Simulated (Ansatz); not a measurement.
# Molecular dynamics of H5NOSi

Input file:

```yaml
crystal:
  periodic: [false, false, false]
  atoms:
    - { symbol: Si, position_ang: [-0.00399, -0.103229, 0.026595] }
    - { symbol: O, position_ang: [-0.123622, 0.057787, 1.685243] }
    - { symbol: H, position_ang: [-1.019588, 0.029529, 2.043199] }
    - { symbol: H, position_ang: [1.465428, -0.177032, -0.185171] }
    - { symbol: H, position_ang: [-0.592005, 1.05956, -0.704989] }
    - { symbol: "N", position_ang: [-0.866481, -1.466637, -0.579201] }
    - { symbol: H, position_ang: [-0.589619, -2.429192, -0.4209] }
    - { symbol: H, position_ang: [-1.561823, -1.381685, -1.311477] }
basis:
  gaussian: { orbitals: def2-SVP }
hamiltonian:
  xc: b3lyp
  dispersion: d4
md:
  timestep: 0.5
  n_steps: 150
  ensemble: nvt_langevin
  temperature: 1500.0
  initial_velocities: maxwell_boltzmann
  seed: 934190
  friction: 0.001
  temperature_schedule:
    - { n_steps: 37, end_temperature: 1500.0 }
    - { n_steps: 113, end_temperature: 10.0 }
```

Launched with:

```bash
$ ansatz run input.yaml --threads 1 --pin off --max-ram 2048MiB --backend cpu --events-out ev --progress --plain --runs-dir out
```

It starts from a relaxed structure.

Output, in part (step lines, the closing report, with atoms numbered from 0):

```
md step     0: t =     0.00 fs  T =  1312.5 K (target 1500.0 K)  F+E_penalty+E_count = -11493.35123163 eV  E_kin = 1.357230 eV  (23 SCF iters)
[... lines left out ...]
Total energy: -11492.81698984 eV, -422.3532342655 hartree
Atom 0 at     0.118459    -0.373586     0.118604 Å, force    -0.863569     0.438451    -3.079222 eV/Å
Atom 1 at    -0.392329     0.570546     1.407931 Å, force     0.613728    -0.554636    -0.694474 eV/Å
Atom 2 at    -0.184484    -0.007302     2.140056 Å, force    -0.169885     0.020315     1.288937 eV/Å
Atom 3 at     1.465533    -1.008907     0.080225 Å, force     0.360697     0.559082     0.705697 eV/Å
Atom 4 at    -0.123993     0.535881    -1.175286 Å, force     0.442737    -0.562221     1.420545 eV/Å
Atom 5 at    -0.831099    -1.780846    -0.253918 Å, force    -0.507974     1.628936     0.574527 eV/Å
Atom 6 at    -0.459753    -2.684526    -0.272478 Å, force     0.932961    -1.723148     0.261614 eV/Å
Atom 7 at    -1.443721    -1.690236    -1.036627 Å, force    -0.808697     0.193222    -0.477625 eV/Å
Dipole moment:     0.112989    -0.428484     0.053156 e Å
```

The steps, from the saved trajectory:

```
time (fs)  T (K)  potential energy less start (eV)
        0   1312                             0.000
      2.5    966                             0.358
        5    966                             0.331
      7.5    718                             0.589
       10    465                             0.872
     12.5    343                             0.995
       15    669                             0.663
     17.5    713                             0.609
       20    837                             0.475
     22.5    882                             0.451
       25    847                             0.500
     27.5    633                             0.692
       30    751                             0.599
     32.5    736                             0.630
       35   1052                             0.371
     37.5   1133                             0.302
       40    798                             0.662
     42.5    623                             0.861
       45    760                             0.710
     47.5    602                             0.900
       50    520                             1.009
     52.5    805                             0.716
       55    834                             0.677
     57.5    823                             0.719
       60    912                             0.605
     62.5   1004                             0.530
       65   1033                             0.511
     67.5   1181                             0.369
       70    872                             0.677
     72.5    867                             0.681
       75   1002                             0.534
```

The run went to its last step. The schedule's set-point averaged 504 K over the second half and the system 846 K, so it lags behind the ramp. A run of 0.075 ps of so small a system gives no equilibrium averages.

The same pairs are bonded in the first frame and the last. Pairs count as bonded within 1.25 times the sum of covalent radii (0.12 Å more for H–H).

Last frame:

```xyz
8
Properties=species:S:1:pos:R:3
Si 0.118 -0.374 0.119
O -0.392 0.571 1.408
H -0.184 -0.007 2.140
H 1.466 -1.009 0.080
H -0.124 0.536 -1.175
N -0.831 -1.781 -0.254
H -0.460 -2.684 -0.273
H -1.444 -1.690 -1.037
```

Time of the run: 3.8 min on 1 thread of Arm Neoverse V2, with other jobs on the host, peak memory 0.12 GiB.
